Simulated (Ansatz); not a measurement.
BO (`[B]=O`) radical at its PBE0-D4/def2-TZVP geometry, where that method's forces vanish. The species carries charge 0 and has multiplicity 2.

```xyz
2

B     0.2587    0.5313   -0.1056
O    -0.2587   -0.5313    0.1056
```

(1) What forces (eV/Å) does r2SCAN-D4/def2-TZVPP give on these atoms in Ansatz? (Best estimate.)

Results:

(1) Ansatz gave: 
```
B1   0.208  0.428 -0.085
O2  -0.208 -0.428  0.085
```
